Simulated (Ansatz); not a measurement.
Process, species as SMILES: [NH2] (NH2) → [NH2-] (an electron is taken up)

Wanted: adiabatic electron affinity (0 K, with zero-point energies), in eV. Positive where the reaction releases energy. Set-up: UHF or UKS for open shells; non-relativistic; dispersion terms only where a functional's name holds one; spin-orbit terms left out; valence correlation only. CBS(X,Y): correlation extrapolated as X^-3; Hartree-Fock from the larger set. First-principles rows: single points at B3LYP-D3(BJ) geometries (Ansatz, an electronic-structure program), with unscaled harmonic terms from B3LYP/6-31G* at its own minima. Sets without +, aug- or the D of def2-TZVPD hold no diffuse functions, which anions need.

```tsv
species	coefficient	E at B3LYP/STO-3G (Ansatz), Eh	E at wB97M-V/def2-TZVPD (Ansatz), Eh	zero-point energy, kcal/mol
[NH2] (NH2)	+1	-55.12353	-55.87336	11.91
[NH2-]	-1	-54.91252	-55.89191	11.09
```

Coupled cluster (Ansatz) is a level with limits of its own, used here on species with T1 under 0.025 (0.045 for open shells) and stable references: CCSD(T)/CBS(aug-cc-pVTZ,aug-cc-pVQZ). Value to compare with, CCSD(T)/CBS(aug-cc-pVTZ,aug-cc-pVQZ) (Ansatz): 0.78 eV. 1 Eh = 27.2114 eV and 1 eV = 23.0605 kcal/mol.

**Question.** Compute it at each level from the table, and compare with CCSD(T)/CBS(aug-cc-pVTZ,aug-cc-pVQZ) (Ansatz).

**Answer.** 
- B3LYP/STO-3G: the sum of coefficient times E is -0.21101 Eh, or -5.742 eV; the thermal terms add 0.036. Result: -5.71 eV. Its difference against CCSD(T)/CBS(aug-cc-pVTZ,aug-cc-pVQZ) (Ansatz) is -6.49 eV.
- wB97M-V/def2-TZVPD: the sum of coefficient times E is 0.01855 Eh, or 0.505 eV; the thermal terms add 0.036. Result: 0.54 eV. Its difference against CCSD(T)/CBS(aug-cc-pVTZ,aug-cc-pVQZ) (Ansatz) is -0.24 eV.
